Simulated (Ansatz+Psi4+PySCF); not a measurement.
## doublet HOF(+): levels of theory in one basis

```xyz
3

O     0.0093   -0.0079   -0.0122
H     0.0090    0.7154    0.6539
F     0.0181   -1.0830    0.9427
```

Basis set: cc-pVTZ (spherical functions). Frozen core: 2 orbitals. Correlation on ROHF uses semicanonical orbitals with singles. Charge 1, multiplicity 2.

Computed with Ansatz (development build ahead of 0.2.0) and Psi4 1.11; each method stands on the lowest determinant of its kind that the runs found.

```csv
method,E − E(ROHF) (eV),<S²> of the determinant
ROHF,0.00,0.75
UHF,-0.47,1.06
ROHF-MP2,-12.66,–
```

(1) What does UHF-MP2 give on the same scale?

Results:

(1) -11.86 eV.

Caution for UHF, UHF-MP2: the unrestricted determinant is spin contaminated.
